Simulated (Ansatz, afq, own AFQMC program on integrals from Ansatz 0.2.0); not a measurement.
# Atomization energy of SiO, singlet

```xyz
2

Si    0.0000    0.0000    0.0000
O     0.0000    0.0000    1.5088
```

Atoms in their ground-state spins without spin–orbit coupling (mostly on UHF) minus the molecule (RHF), without zero-point energy. The geometry is a stationary point, not shown to be a minimum.

Basis 6-31G. Only valence electrons are correlated. Ansatz 0.2.0 and our own AFQMC program on the same integrals; the CISD trial comes from CCSD amplitudes, and released means the phaseless constraint is let go. ± is one standard error of the sampling. The errors of all members are added in quadrature.

Full CI on the same integrals is exact in this basis and with this determinant's frozen core.

Errors are counted within 6-31G, not against nature.

Cautions: SiO (singlet): raised T1 diagnostic (T1 0.033, weight of the determinant 0.89, largest double 0.08), its ph-AFQMC/CISD value lies 29 ± 5 meV above full CI.

Reference (full CI): 5.777 eV.

```json
{"level": "HF", "atomization energy (eV)": "2.503", "error against FCI (eV)": "-3.274"}
{"level": "MP2", "atomization energy (eV)": "6.193", "error against FCI (eV)": "0.416"}
{"level": "CCSD", "atomization energy (eV)": "5.500", "error against FCI (eV)": "-0.277"}
{"level": "CCSD(T)", "atomization energy (eV)": "5.743", "error against FCI (eV)": "-0.034"}
{"level": "CCSDT", "atomization energy (eV)": "5.749", "error against FCI (eV)": "-0.028"}
{"level": "CCSDT(Q)", "atomization energy (eV)": "5.784", "error against FCI (eV)": "0.007"}
{"level": "ph-AFQMC/HF", "atomization energy (eV)": "5.954 ± 0.045", "error against FCI (eV)": "0.177 ± 0.045"}
{"level": "ph-AFQMC/CISD", "atomization energy (eV)": "5.749 ± 0.005", "error against FCI (eV)": "-0.029 ± 0.005"}
{"level": "released AFQMC", "atomization energy (eV)": "5.771 ± 0.005", "error against FCI (eV)": "-0.006 ± 0.005"}
```

Correlation beyond CCSD(T) adds 0.034 eV. The perturbative (T) step is worth +0.243 eV.

CCSDT and higher add their correlation energy to the determinant of the CCSD(T) run, since their own runs factorise the integrals more tightly (a shift of under 2 meV). A walk keeps the symmetry of its determinant, which the program's search chose and which needn't be the lowest solution, so a lower state of the same spin and another symmetry isn't excluded. Released energies are given only where the last usable release times agree within the noise; a slower fall can still hide under it.
